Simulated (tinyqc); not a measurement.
Stretching all distances: RHF, UHF, MP2, CISD and CCSD against full CI in the sto-6g basis, for H2O, spin multiplicity 1. Computed by the program tinyqc with PySCF. 

Geometry (angstrom):
```
atom,x,y,z
O,0.0000,0.0000,0.0000
H,0.0000,0.7130,0.5840
H,0.0000,-0.7130,0.5840
```

All coordinates are multiplied by the scale. c0^2 is the weight of the RHF determinant in the lowest singlet FCI state (UHF is spin-contaminated and may lie near states of higher spin) and n(LUMO) the first natural occupation beyond the occupied space.

Full CI energy (hartree) and errors against it (kcal/mol):
```
scale,distance 1-2 (angstrom),E(FCI),RHF,UHF,MP2,CISD,CCSD,<S^2> UHF,c0^2,n(LUMO)
0.880,0.811,-75.61905,21.760,21.760,5.500,0.179,0.040,0.000,0.986,0.015
1.180,1.088,-75.73210,43.804,43.804,13.289,1.048,0.128,0.000,0.954,0.046
1.470,1.355,-75.64635,80.145,70.671,26.771,4.797,0.432,0.651,0.877,0.131
1.770,1.631,-75.55012,135.267,43.869,46.421,15.811,0.282,1.547,0.727,0.306
2.060,1.899,-75.49389,201.567,17.570,65.217,33.172,-5.655,1.840,0.537,0.541
```

UHF parts from RHF first at scale 1.47 of those listed, where <S^2> leaves zero. The weight c0^2 goes from 0.99 to 0.54 and n(LUMO) from 0.02 to 0.54: static correlation grows as the bonds break into open-shell fragments. The spread of the error along the curve, which distorts its shape, is CCSD 6.1, CISD 33.0, UHF 53.1, MP2 59.7, RHF 179.8 kcal/mol. Below FCI somewhere: CCSD, as non-variational methods may be.
